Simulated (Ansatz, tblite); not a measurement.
Isomers of Na2Li (doublet), found by a short tight-binding search and relaxed with PBE0/def2-TZVP in Ansatz.

The xTB rows come from tblite. Correlated methods freeze 2 core orbitals; core or outer-core shells of Li, Na are correlated, in sets that lack core-valence functions. In CCSD on the charge 0 doublet the largest single amplitude is 0.17, so its Hartree–Fock determinant may place the open shell otherwise than the density functionals do.

Run but left out: HF/def2-TZVPP (B: ⟨S²⟩ 1.08, where a pure state has 0.75); MP2/def2-TZVPP (A: ⟨S²⟩ 0.98, where a pure state has 0.75).

A: At r2SCAN/def2-TZVP, r2SCAN0/def2-TZVP, CCSD(T)/def2-TZVPP the charge 0 doublet is spin-contaminated (final ⟨S²⟩ up to 0.98, 0.75 for a pure state). B: At CCSD(T)/def2-TZVPP T1 of the charge 0 doublet is large (up to 0.048), so the single-reference result is doubtful. At CCSD(T)/def2-TZVPP the charge 0 doublet is spin-contaminated (final ⟨S²⟩ up to 1.08, 0.75 for a pure state).

Other spin states were run for one of them alone.

A:

| atom | x (Å) | y (Å) | z (Å) |
| --- | --- | --- | --- |
| Li1 | 0.1604 | 0.1102 | -0.4521 |
| Na2 | -2.7867 | -0.7945 | -0.9146 |
| Na3 | 2.6263 | 0.6843 | 1.3668 |

B:

```csv
atom,x (Å),y (Å),z (Å)
Li1,-1.724,0.714,-0.701
Na2,0.520,0.986,1.259
Na3,1.204,-1.699,-0.558
```

Question: Estimate which lies lowest at each level, and how far above it the others are (eV).

Answer: 
```tsv
level	A	B
GFN1-xTB	0.00	0.36
GFN2-xTB	0.05	0.00
PBE/def2-TZVP	0.01	0.00
r2SCAN/def2-TZVP	0.02	0.00
PBE0/def2-TZVP	0.02	0.00
r2SCAN0/def2-TZVP	0.02	0.00
ωB97X-V/def2-TZVP	0.01	0.00
CCSD/def2-TZVPP	0.03	0.00
CCSD(T)/def2-TZVPP	0.04	0.00
```
Point groups (tolerance 0.1 Å): A C2v, B Cs. Lower isomers may exist.
